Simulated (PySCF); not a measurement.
# FHO: the cost of one run

Programs: PySCF 2.14.0, with density-fitted response routines of our own. Each step states its level of theory. These are calculated values for one molecule in the gas phase, unless marked as measured. Atoms count from 0, in the outputs and in this text.

### Step 1. The starting structure

3 atoms, charge 0, multiplicity 1; geometry from: GFN2-xTB.

Bonds of the start (Å): O0–F1 1.39, O0–H2 0.97.

### Step 2. Relaxing the molecule at PBE0-D3(BJ)/def2-SVP

Job settings and geometry (Å):

```
{"job": {"xc": "PBE0", "basis": "def2-SVP", "d3": "d3bj", "grid": 1, "kind": "geom"}, "charge": 0, "multiplicity": 1}
O     -0.192174     0.463719    -0.002203
F      1.027498    -0.192510    -0.011552
H     -0.823843    -0.273748     0.001202
```

The run is started by

```
OMP_NUM_THREADS=1 python probes_run.py task.json out
```

One launch serves the whole session: the jobs run in the order shown.

Q: Estimate the wall time and peak memory of this first job on 1 thread of Intel Xeon Platinum 8375C at 2.90GHz, shared host.

About 1.4 s, with a peak of 0.25 GiB.
